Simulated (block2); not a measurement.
**DMRG/STO-6G run of C2HF (fluoroacetylene)**

What is the energy change on altering one bond length of C2HF (fluoroacetylene) at DMRG/STO-6G? 

The results are computed with block2 0.5.4.

4 further runs of the same task are left out: 3 that didn't finish, 1 set aside as unsound or not needed. Runs told in other sessions of the task aren't counted.

## Step 1: The structure to begin with

C2HF has 4 atoms, charge 0, and is taken as a singlet. SMILES: `C#CF`. Geometry: relaxed at GFN2-xTB.

Bond lengths: C1–C2 1.193 Å, C2–F3 1.283 Å, C1–H4 1.046 Å. Angles: C1–C2–F3 178.8°, C2–C1–H4 178.2°.

## Step 2: The energy at DMRG/STO-6G

File prepare.py:

```python
from pyscf import ao2mo, cc, dft, gto, mcscf, mp, scf
from pyscf.tools import fcidump

geom = """
C     -0.371340     0.450560    -0.298270
C      0.301510    -0.370980     0.244360
F      1.014170    -1.273690     0.813840
H     -0.944340     1.194110    -0.759930
"""
mol = gto.M(
    atom=geom,
    basis="sto-6g",
    spin=0,
    verbose=3,
    max_memory=2000,
)
print("basis functions               : %d" % (mol.nao))
mf = scf.RHF(mol)
mf.conv_tol = 1e-10
mf.max_cycle = 200
mf.kernel()
if not mf.converged:
    mf = mf.newton().run(mf.mo_coeff, mf.mo_occ)
print("E(SCF)                        : %.10f" % (mf.e_tot))
# MP2, CCSD and CCSD(T) with the same frozen core
ref = mf
pt = mp.MP2(ref, frozen=3).run()
mycc = cc.CCSD(ref, frozen=3)
mycc.max_cycle = 150
mycc.kernel()
print(f"MP2 total energy              : {pt.e_tot:.10f}")
if mycc.converged:
    print(f"E(CCSD)                       : {mycc.e_tot:.10f}")
    print("CCSD(T) total energy          : %.10f" % (mycc.e_tot + mycc.ccsd_t()))
    print("T1 diagnostic                 : %.4f" % (mycc.get_t1_diagnostic()))
# a few density functionals on the same geometry and basis
ks = dft.RKS(mol, xc="r2scan").set(conv_tol=1e-9, verbose=3).run()
if ks.converged:
    print(f"E(r2SCAN)                     : {ks.e_tot:.8f}")
ks = dft.RKS(mol, xc="blyp").set(conv_tol=1e-9, verbose=3).run()
if ks.converged:
    print(f"E(BLYP)                       : {ks.e_tot:.8f}")
ks = dft.RKS(mol, xc="pbe").set(conv_tol=1e-9, verbose=3).run()
if ks.converged:
    print("E(PBE)                        : %.8f" % (ks.e_tot))
ks = dft.RKS(mol, xc="pbe0").set(conv_tol=1e-9, verbose=3).run()
if ks.converged:
    print(f"E(PBE0)                       : {ks.e_tot:.8f}")
# natural orbitals of MP2 give a compact matrix product state
occ_no, mo = mcscf.addons.make_natural_orbitals(mp.MP2(mf, frozen=3).run())
mf.mo_coeff = mo
# write the integrals of the correlated orbitals
cas = mcscf.CASCI(mf, 13, 16)
h1, ecore = cas.get_h1eff()
fcidump.from_integrals("FCIDUMP", h1, cas.get_h2eff(), 13, 16, nuc=ecore, ms=0)
# FCI check
ci = mcscf.CASCI(mf, 13, (8, 8))
ci.fix_spin_(ss=0)
ci.fcisolver.conv_tol = 1e-10
ci.fcisolver.max_cycle = 200
ci.kernel()
print(f"FCI energy                    : {ci.e_tot:.10f}")
```

File dmrg.conf:

```
sym c1
orbitals FCIDUMP
nelec 16
spin 0
irrep 1
occ 2 2 2 2 2 2 2 2 0 0 0 0 0
cbias 0.1
schedule
0 75 1E-07 1E-04
3 112 1E-07 1E-04
5 150 1E-07 1E-05
8 150 1E-08 0.0
end
maxiter 14
sweep_tol 1E-06
gaopt default
mem 1g
num_thrds 1
prefix ./tmp
outputlevel 1
```

On the command line:

```console
python prepare.py && block2main dmrg.conf
```

The log of the run:

```text
$ python prepare.py
basis functions               : 16
converged SCF energy = -174.973571898067
E(SCF)                        : -174.9735718981
E(RMP2) = -175.135979310964  E_corr = -0.162407412897167
E(SCS-RMP2) = -175.137798517781  E_corr = -0.164226619714566
E(CCSD) = -175.156185827254  E_corr = -0.1826139291873878
MP2 total energy              : -175.1359793110
E(CCSD)                       : -175.1561858273
CCSD(T) correction = -0.00331489188215921
CCSD(T) total energy          : -175.1595007191
T1 diagnostic                 : 0.0077
converged SCF energy = -175.766535164796
E(r2SCAN)                     : -175.76653516
converged SCF energy = -175.767278276692
E(BLYP)                       : -175.76727828
converged SCF energy = -175.634413674533
E(PBE)                        : -175.63441367
converged SCF energy = -175.655494746823
E(PBE0)                       : -175.65549475
E(RMP2) = -175.135979310964  E_corr = -0.162407412897167
E(SCS-RMP2) = -175.137798517781  E_corr = -0.164226619714566
CASCI E = -175.161419007088  E(CI) = -63.7011107489603  S^2 = 0.0000000
FCI energy                    : -175.1614190071

$ block2main dmrg.conf

[... 32 lines left out ...]
integral sym error =            0
[... 15 lines left out ...]
Sweep =    0 | Direction =  forward | Bond dimension =   75 | Noise =  1.00e-04 | Dav threshold =  1.00e-07
Time elapsed =      0.762 | E =    -174.7706440166 | DW = 1.88216e-07

Sweep =    1 | Direction = backward | Bond dimension =   75 | Noise =  1.00e-04 | Dav threshold =  1.00e-07
Time elapsed =      1.811 | E =    -175.1593270661 | DE = -3.89e-01 | DW = 1.77110e-05

Sweep =    2 | Direction =  forward | Bond dimension =   75 | Noise =  1.00e-04 | Dav threshold =  1.00e-07
Time elapsed =      2.777 | E =    -175.1608954641 | DE = -1.57e-03 | DW = 2.84117e-05

Sweep =    3 | Direction = backward | Bond dimension =  112 | Noise =  1.00e-04 | Dav threshold =  1.00e-07
Time elapsed =      3.974 | E =    -175.1612512292 | DE = -3.56e-04 | DW = 9.69222e-06

Sweep =    4 | Direction =  forward | Bond dimension =  112 | Noise =  1.00e-04 | Dav threshold =  1.00e-07
Time elapsed =      5.466 | E =    -175.1613190422 | DE = -6.78e-05 | DW = 1.32487e-05

Sweep =    5 | Direction = backward | Bond dimension =  150 | Noise =  1.00e-05 | Dav threshold =  1.00e-07
Time elapsed =      7.574 | E =    -175.1613915099 | DE = -7.25e-05 | DW = 3.93566e-06

Sweep =    6 | Direction =  forward | Bond dimension =  150 | Noise =  1.00e-05 | Dav threshold =  1.00e-07
Time elapsed =      9.890 | E =    -175.1613928725 | DE = -1.36e-06 | DW = 4.10828e-06

Sweep =    7 | Direction = backward | Bond dimension =  150 | Noise =  1.00e-05 | Dav threshold =  1.00e-07
Time elapsed =     12.202 | E =    -175.1613952250 | DE = -2.35e-06 | DW = 4.12802e-06

Sweep =    8 | Direction =  forward | Bond dimension =  150 | Noise =  0.00e+00 | Dav threshold =  1.00e-08
Time elapsed =     14.816 | E =    -175.1613952386 | DE = -1.36e-08 | DW = 3.54657e-06

Final canonical form =  LLLLLLLLLLLLC 11
DMRG Energy = -175.161395238627449
```

Wall time 75 s (1 thread of Arm Neoverse V1, shared host); peak memory 0.47 GiB.

## Step 3: The distorted shape: a single-point energy at DMRG/STO-6G

File prepare.py:

```python
import numpy as np
from pyscf import ao2mo, cc, dft, gto, lo, mcscf, mp, scf
from pyscf.tools import fcidump

mol = gto.M(atom="""
C      0.316249    -0.441686     0.255713
C      0.989099    -1.263226     0.798343
F      1.701759    -2.165936     1.367823
H     -0.944340     1.194110    -0.759930
""", basis="sto-6g", verbose=3)
print("basis functions = %d" % (mol.nao))
mf = scf.RHF(mol)
mf.conv_tol = 1e-10
mf.max_cycle = 200
mf.kernel()
if not mf.converged:
    mf = mf.newton().run(mf.mo_coeff, mf.mo_occ)
print("reference energy = %.10f" % (mf.e_tot))
# MP2, CCSD and CCSD(T) with the same frozen core
ref = mf
pt = mp.MP2(ref, frozen=3).run()
mycc = cc.CCSD(ref, frozen=3)
mycc.max_cycle = 150
mycc.kernel()
print(f"E(MP2) = {pt.e_tot:.10f}")
if mycc.converged:
    print(f"CCSD total energy = {mycc.e_tot:.10f}")
    print("CCSD(T) total energy = %.10f" % (mycc.e_tot + mycc.ccsd_t()))
    print(f"T1 diagnostic = {mycc.get_t1_diagnostic():.4f}")
# a few density functionals on the same geometry and basis
ks = dft.RKS(mol, xc="r2scan").set(conv_tol=1e-9, verbose=3).run()
if ks.converged:
    print(f"E(r2SCAN) = {ks.e_tot:.8f}")
ks = dft.RKS(mol, xc="blyp").set(conv_tol=1e-9, verbose=3).run()
if ks.converged:
    print(f"E(BLYP) = {ks.e_tot:.8f}")
ks = dft.RKS(mol, xc="pbe").set(conv_tol=1e-9, verbose=3).run()
if ks.converged:
    print("E(PBE) = %.8f" % (ks.e_tot))
ks = dft.RKS(mol, xc="pbe0").set(conv_tol=1e-9, verbose=3).run()
if ks.converged:
    print("E(PBE0) = %.8f" % (ks.e_tot))
# localise doubly occupied and virtual orbitals apart
mo = mf.mo_coeff.copy()
for a, b in ((3, 11), (11, 16)):
    if b - a > 1:
        mo[:, a:b] = lo.Boys(mol, mo[:, a:b]).kernel()
mf.mo_coeff = mo
# write the integrals of the correlated orbitals
cas = mcscf.CASCI(mf, 13, 16)
h1, ecore = cas.get_h1eff()
fcidump.from_integrals("FCIDUMP", h1, cas.get_h2eff(), 13, 16, nuc=ecore, ms=0)
# exact diagonalisation in the same space
ci = mcscf.CASCI(mf, 13, (8, 8))
ci.fix_spin_(ss=0)
ci.fcisolver.conv_tol = 1e-10
ci.fcisolver.max_cycle = 200
ci.kernel()
print(f"E(FCI) = {ci.e_tot:.10f}")
```

File dmrg.conf:

```
sym c1
orbitals FCIDUMP
nelec 16
spin 0
irrep 1
occ 2 2 2 2 2 2 2 2 0 0 0 0 0
cbias 0.1
schedule
0 37 1E-09 1E-04
2 75 1E-09 1E-04
5 150 1E-09 1E-05
7 150 1E-10 0.0
end
maxiter 13
sweep_tol 1E-07
fiedler
mem 2g
num_thrds 1
prefix ./tmp
outputlevel 1
```

On the command line:

```console
python prepare.py && block2main dmrg.conf
```

The log of the run:

```text
$ python prepare.py
basis functions = 16
converged SCF energy = -174.644924404043
reference energy = -174.6449244040
E(RMP2) = -174.878392393516  E_corr = -0.233467989472967
E(SCS-RMP2) = -174.889905314185  E_corr = -0.244980910141313
E(CCSD) = -174.9505470410504  E_corr = -0.3056226370069622
E(MP2) = -174.8783923935
CCSD total energy = -174.9505470411
CCSD(T) correction = -0.00973722181450815
CCSD(T) total energy = -174.9602842629
T1 diagnostic = 0.0292
converged SCF energy = -175.511602540311
E(r2SCAN) = -175.51160254
converged SCF energy = -175.534776913014
E(BLYP) = -175.53477691
converged SCF energy = -175.39492243657
E(PBE) = -175.39492244
converged SCF energy = -175.389468925576
E(PBE0) = -175.38946893
CASCI E = -174.958862621749  E(CI) = -61.7778872096270  S^2 = 0.0000000
E(FCI) = -174.9588626217

$ block2main dmrg.conf

********************************** INPUT START **********************************
sym                                                             c1
orbitals                                                   FCIDUMP
nelec                                                           16
spin                                                             0
irrep                                                            1
occ                                      2 2 2 2 2 2 2 2 0 0 0 0 0
cbias                                                          0.1
maxiter                                                         13
sweep_tol                                                    1E-07
fiedler
mem                                                             2g
num_thrds                                                        1
prefix                                                       ./tmp
outputlevel                                                      1
schedule                  Sweep   0-   1 : Mmps =    37 Noise =    0.0001 DavTol =     1e-09
                          Sweep   2-   4 : Mmps =    75 Noise =    0.0001 DavTol =     1e-09
                          Sweep   5-   6 : Mmps =   150 Noise =     1e-05 DavTol =     1e-09
                          Sweep   7-  12 : Mmps =   150 Noise =         0 DavTol =     1e-10
********************************** INPUT END   **********************************

SPIN ADAPTED - REAL DOMAIN - DOUBLE PREC
qc mpo type =  QCTypes.Conventional
 UseMainStack = 0 MinDiskUsage = 1 MinMemUsage = 0 IBuf = 0 OBuf = 0
 FPCompression: prec = 1.00e-16 chunk = 1024
 IMain = 0 B / 134 MB DMain = 0 B / 687 MB ISeco = 0 B / 57.2 MB DSeco = 0 B / 1.01 GB
 OpenMP = 1 TBB = 0 BLIS = 0 MKL = NONE  SeqType = Tasked AlignType = None MKLIntLen = 4
 THREADING = 2 layers : Global | Operator BatchedGEMM
 NUMBER : Global = 1 Operator = 1 Quanta = 0 MKL = 1
 COMPLEX = 1 SINGLE-PREC = 1 KSYMM = 0
using fiedler reorder =  [ 8  5  6  1  7 12 10  9 11  0  4  3  2]
read integral finished 0.010422881925478578
integral sym error =            0
MinMPOMemUsage =  False
MPS =  CCRRRRRRRRRRR 0 2 < N=16 S=0 PG=0 >
GS INIT MPS BOND DIMS =       1     3    10    35    44    50    52    52    50    44    35    10     3     1
pre-mpo memory usage =  154 MB
build mpo start ...
build mpo finished ... Tread = 0.000 Twrite = 0.000 T = 0.012
simpl mpo start ...
simpl mpo finished ... Tread = 0.000 Twrite = 0.000 T = 0.043
GS MPO BOND DIMS =      18    25    36    51    70    93    93    70    51    36    25    18     1
build 1pdm mpo 0.09320509503595531
build identity mpo 0.09444738109596074
memory usage =  169 MB
para mpo finished 0.09510444290935993
env init finished 0.2184117150027305

Sweep =    0 | Direction =  forward | Bond dimension =   37 | Noise =  1.00e-04 | Dav threshold =  1.00e-09
Time elapsed =      0.809 | E =    -174.3137743568 | DW = 4.54046e-04

Sweep =    1 | Direction = backward | Bond dimension =   37 | Noise =  1.00e-04 | Dav threshold =  1.00e-09
Time elapsed =      1.545 | E =    -174.5397934165 | DE = -2.26e-01 | DW = 7.83226e-04

Sweep =    2 | Direction =  forward | Bond dimension =   75 | Noise =  1.00e-04 | Dav threshold =  1.00e-09
Time elapsed =      2.484 | E =    -174.9527797899 | DE = -4.13e-01 | DW = 3.14712e-05

Sweep =    3 | Direction = backward | Bond dimension =   75 | Noise =  1.00e-04 | Dav threshold =  1.00e-09
Time elapsed =      3.730 | E =    -174.9577513810 | DE = -4.97e-03 | DW = 9.91304e-05

Sweep =    4 | Direction =  forward | Bond dimension =   75 | Noise =  1.00e-04 | Dav threshold =  1.00e-09
Time elapsed =      4.893 | E =    -174.9580056792 | DE = -2.54e-04 | DW = 1.22087e-04

Sweep =    5 | Direction = backward | Bond dimension =  150 | Noise =  1.00e-05 | Dav threshold =  1.00e-09
Time elapsed =      7.681 | E =    -174.9586435685 | DE = -6.38e-04 | DW = 9.92063e-06

Sweep =    6 | Direction =  forward | Bond dimension =  150 | Noise =  1.00e-05 | Dav threshold =  1.00e-09
Time elapsed =     11.987 | E =    -174.9587360959 | DE = -9.25e-05 | DW = 1.71176e-05

Sweep =    7 | Direction = backward | Bond dimension =  150 | Noise =  0.00e+00 | Dav threshold =  1.00e-10
Time elapsed =     16.495 | E =    -174.9587645809 | DE = -2.85e-05 | DW = 1.84063e-05

Sweep =    8 | Direction =  forward | Bond dimension =  150 | Noise =  0.00e+00 | Dav threshold =  1.00e-10
Time elapsed =     21.007 | E =    -174.9587645809 | DE = -3.85e-11 | DW = 1.84063e-05

Final canonical form =  LLLLLLLLLLLLC 11
DMRG Energy = -174.958764580904813
```

Run time: 2.1 min. Hardware: 1 thread of Arm Neoverse V1, shared host; peak memory 0.48 GiB.

## Step 4: What came out

Level: DMRG/STO-6G, 3 core orbitals frozen.

```
                                                         quantity          value
                                 run 1, DMRG/STO-6G: total energy  -175.16140 Eh
               run 1, DMRG/STO-6G: T1 diagnostic of the CCSD step          0.008
                                    distorted shape: total energy  -174.95876 Eh
                  distorted shape: T1 diagnostic of the CCSD step          0.029
energy change with the C1–H4 bond stretched from 1.046 to 2.301 Å       5.514 eV
```

**Reading.** With the C1–H4 bond stretched from 1.046 to 2.301 Å the energy rises by 5.51 eV (532 kJ/mol). The first shape isn't relaxed at this level, so the change isn't measured from a minimum. The minimal basis adds a large error of its own. The T1 diagnostic (distorted shape) of 0.029 is above the customary mark for such species, so a single reference may not serve.
